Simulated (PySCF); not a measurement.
PySCF input (HF/def2-TZVPD):

```python
from pyscf import gto, scf, dft

mol = gto.M(
    atom='''
    C    -0.25707630    0.17154252   -0.00050422
    O     0.25831869    1.29780427   -0.01294596
    O    -1.33002752   -0.37085156    0.00890574
    C     1.05465506   -0.86855523    0.00357654
    H     1.99464496   -0.33387121   -0.00521180
    H     0.90052178   -1.44156834    0.91320689
    H     0.89303133   -1.45810589   -0.89410728
    ''',
    basis='def2-tzvpd',
    charge=0,
    spin=1,
    verbose=4,
)

mf = scf.UHF(mol).density_fit(auxbasis='def2-universal-jkfit')
mf.conv_tol = 1e-9
mf.max_cycle = 100
mf.max_memory = 1500
mf.kernel()
if not mf.converged:
    mf = mf.newton()
    mf.kernel(mf.make_rdm1())
for _ in range(2):
    mo, _, stable, _ = mf.stability(return_status=True)
    if stable:
        break
    mf.kernel(mf.make_rdm1(mo, mf.mo_occ))
mf.analyze()
```

End of the output:

```
Extra cycle  E= -227.249460223469  delta_E= -8.38e-11  |g|= 5.31e-06  |ddm|= 7.9e-06
converged SCF energy = -227.249460223469  <S^2> = 0.77180527  2S+1 = 2.0216877
uhf_internal: lowest eigs of H = [0.10067693 0.20511255 0.22636299]
<class 'pyscf.df.df_jk.DFUHF'> wavefunction is stable in the internal stability analysis
**** SCF Summaries ****
Total Energy =                        -227.249460223468589
Nuclear Repulsion Energy =             112.209727394419573
One-electron Energy =                 -532.672941186495109
Two-electron Energy =                  193.213753568606933
Two-electron Coulomb Energy =          221.117306785913627
DFT Exchange-Correlation Energy =      -27.903553217306694
HOMO-LUMO gap [eV] =                    12.434181721577067
**** MO energy ****
                             alpha | beta                alpha | beta
MO #1   energy= -20.7045337259313  | -20.6653040942119  occ= 1 | 1
MO #2   energy= -20.5610605706424  | -20.5606996046137  occ= 1 | 1
MO #3   energy= -11.4054360269686  | -11.4101677262133  occ= 1 | 1
MO #4   energy= -11.2720093485968  | -11.2651367285307  occ= 1 | 1
MO #5   energy= -1.54739120329116  | -1.45804896778843  occ= 1 | 1
MO #6   energy= -1.40094199455774  | -1.36667963865921  occ= 1 | 1
MO #7   energy= -1.01282251645546  | -0.980186550604213 occ= 1 | 1
MO #8   energy= -0.832435448187766 | -0.785787976267812 occ= 1 | 1
MO #9   energy= -0.767890270187717 | -0.686116978492523 occ= 1 | 1
MO #10  energy= -0.705350725212603 | -0.681657188777138 occ= 1 | 1
MO #11  energy= -0.700169327968464 | -0.636510460181341 occ= 1 | 1
MO #12  energy= -0.617273781969442 | -0.593663200531514 occ= 1 | 1
MO #13  energy= -0.599973705058991 | -0.587285739667687 occ= 1 | 1
MO #14  energy= -0.556916404073458 | -0.495644510997277 occ= 1 | 1
MO #15  energy= -0.506203429303095 | -0.441202004690297 occ= 1 | 1
MO #16  energy= -0.440940223304921 | 0.0160075305668634 occ= 1 | 0
MO #17  energy= 0.057903745722566  | 0.059181262198333  occ= 0 | 0
MO #18  energy= 0.0881106745611323 | 0.0955112918179262 occ= 0 | 0
MO #19  energy= 0.0969327846545368 | 0.101446482016445  occ= 0 | 0
MO #20  energy= 0.104824313846648  | 0.104921395761448  occ= 0 | 0
MO #21  energy= 0.126453660235129  | 0.129652282880194  occ= 0 | 0
MO #22  energy= 0.138270374761086  | 0.139474635530453  occ= 0 | 0
MO #23  energy= 0.138623781764306  | 0.139748703164768  occ= 0 | 0
MO #24  energy= 0.142322655716504  | 0.142831780316726  occ= 0 | 0
MO #25  energy= 0.173717422047821  | 0.175093124835356  occ= 0 | 0
MO #26  energy= 0.19208427439294   | 0.191310798351204  occ= 0 | 0
MO #27  energy= 0.19519365268445   | 0.198898455357462  occ= 0 | 0
MO #28  energy= 0.220618501199766  | 0.222109299107831  occ= 0 | 0
MO #29  energy= 0.22347004782026   | 0.223390290057548  occ= 0 | 0
MO #30  energy= 0.230179790038216  | 0.231882868386039  occ= 0 | 0
MO #31  energy= 0.254418929809473  | 0.259626424022829  occ= 0 | 0
MO #32  energy= 0.270042572237552  | 0.272721168454801  occ= 0 | 0
MO #33  energy= 0.295461032283939  | 0.295700296722886  occ= 0 | 0
MO #34  energy= 0.309823751297173  | 0.313833479056972  occ= 0 | 0
MO #35  energy= 0.327877660245108  | 0.331481402146954  occ= 0 | 0
MO #36  energy= 0.348626029125122  | 0.348995150924882  occ= 0 | 0
MO #37  energy= 0.356650419307451  | 0.361188906545102  occ= 0 | 0
MO #38  energy= 0.368041628026209  | 0.370117957369513  occ= 0 | 0
MO #39  energy= 0.382715254119205  | 0.384339874352892  occ= 0 | 0
MO #40  energy= 0.383492389051539  | 0.384588659847611  occ= 0 | 0
MO #41  energy= 0.386070617515867  | 0.395355912710359  occ= 0 | 0
MO #42  energy= 0.394815134035966  | 0.395806443524066  occ= 0 | 0
MO #43  energy= 0.42180888552345   | 0.425372722259948  occ= 0 | 0
MO #44  energy= 0.423461993843428  | 0.430426237634522  occ= 0 | 0
MO #45  energy= 0.428637541970148  | 0.431174800830226  occ= 0 | 0
MO #46  energy= 0.459279652574856  | 0.466671396768002  occ= 0 | 0
MO #47  energy= 0.468364968195779  | 0.46986992137998   occ= 0 | 0
MO #48  energy= 0.473573156347069  | 0.475843548646482  occ= 0 | 0
MO #49  energy= 0.478775010658574  | 0.47893519596409   occ= 0 | 0
MO #50  energy= 0.493391903749515  | 0.506594142764662  occ= 0 | 0
MO #51  energy= 0.506209200215646  | 0.507319244794441  occ= 0 | 0
MO #52  energy= 0.507351124120654  | 0.510469074584099  occ= 0 | 0
MO #53  energy= 0.527970236420059  | 0.538449182137743  occ= 0 | 0
MO #54  energy= 0.588379013714239  | 0.592506010666496  occ= 0 | 0
MO #55  energy= 0.603042899583969  | 0.610154002920507  occ= 0 | 0
MO #56  energy= 0.622391394876472  | 0.624339600733278  occ= 0 | 0
MO #57  energy= 0.624208898381807  | 0.626289288259264  occ= 0 | 0
MO #58  energy= 0.650624535292506  | 0.654199856235288  occ= 0 | 0
MO #59  energy= 0.65366863406771   | 0.661210268188034  occ= 0 | 0
MO #60  energy= 0.669878870211726  | 0.674691090160504  occ= 0 | 0
MO #61  energy= 0.673193696451063  | 0.683271689932797  occ= 0 | 0
MO #62  energy= 0.697529085591865  | 0.698989054165473  occ= 0 | 0
MO #63  energy= 0.712526922173921  | 0.725236987740179  occ= 0 | 0
MO #64  energy= 0.734793175627989  | 0.740251275124133  occ= 0 | 0
MO #65  energy= 0.748217098516049  | 0.74918435550025   occ= 0 | 0
MO #66  energy= 0.759450733361042  | 0.762186987011384  occ= 0 | 0
MO #67  energy= 0.793911728950395  | 0.798142406701039  occ= 0 | 0
MO #68  energy= 0.826898252238649  | 0.829506778651442  occ= 0 | 0
MO #69  energy= 0.853697868684152  | 0.858939436317301  occ= 0 | 0
MO #70  energy= 0.868381751168879  | 0.874438585200024  occ= 0 | 0
MO #71  energy= 0.872509003258181  | 0.878462479946704  occ= 0 | 0
MO #72  energy= 0.913394149274573  | 0.916017360223858  occ= 0 | 0
MO #73  energy= 0.956563986478912  | 0.967197832848221  occ= 0 | 0
MO #74  energy= 0.969815552863804  | 0.984551669040418  occ= 0 | 0
MO #75  energy= 1.00331666302423   | 1.00828931212535   occ= 0 | 0
MO #76  energy= 1.00605844065628   | 1.01864927914888   occ= 0 | 0
MO #77  energy= 1.01391188482522   | 1.02119751481166   occ= 0 | 0
MO #78  energy= 1.06822904721168   | 1.09153404357104   occ= 0 | 0
MO #79  energy= 1.1006327952948    | 1.10077273073534   occ= 0 | 0
MO #80  energy= 1.1692062320574    | 1.17125861860313   occ= 0 | 0
MO #81  energy= 1.22044708117718   | 1.24094465304828   occ= 0 | 0
MO #82  energy= 1.25402901314814   | 1.25501120726696   occ= 0 | 0
MO #83  energy= 1.25927188507253   | 1.27395629037102   occ= 0 | 0
MO #84  energy= 1.30484894366291   | 1.30571631431826   occ= 0 | 0
MO #85  energy= 1.31971107335292   | 1.33015167277091   occ= 0 | 0
MO #86  energy= 1.35550327303277   | 1.36458370522764   occ= 0 | 0
MO #87  energy= 1.38600685803074   | 1.38779443604578   occ= 0 | 0
MO #88  energy= 1.39196322463028   | 1.39497113297171   occ= 0 | 0
MO #89  energy= 1.46029063310011   | 1.46725326492313   occ= 0 | 0
MO #90  energy= 1.61897470736527   | 1.64094562566165   occ= 0 | 0
MO #91  energy= 1.74873998198661   | 1.76208220847461   occ= 0 | 0
MO #92  energy= 1.83221807068248   | 1.83209329678909   occ= 0 | 0
MO #93  energy= 1.89300312546843   | 1.9192834336992    occ= 0 | 0
MO #94  energy= 1.90729034048004   | 1.92818375341688   occ= 0 | 0
MO #95  energy= 1.94356008695928   | 1.94593361156563   occ= 0 | 0
MO #96  energy= 1.95579855731565   | 1.967945343132     occ= 0 | 0
MO #97  energy= 2.03317950187351   | 2.03748589053216   occ= 0 | 0
MO #98  energy= 2.05113095024032   | 2.06357548212914   occ= 0 | 0
MO #99  energy= 2.05344926896755   | 2.07389501674133   occ= 0 | 0
MO #100 energy= 2.10234598940832   | 2.11094221053522   occ= 0 | 0
MO #101 energy= 2.11092015906778   | 2.11513920093143   occ= 0 | 0
MO #102 energy= 2.1989000500272    | 2.21338761668891   occ= 0 | 0
MO #103 energy= 2.22687536802783   | 2.23002252275858   occ= 0 | 0
MO #104 energy= 2.22790156827513   | 2.23589678025096   occ= 0 | 0
[...]
```

It need not be the lowest isomer of its formula.
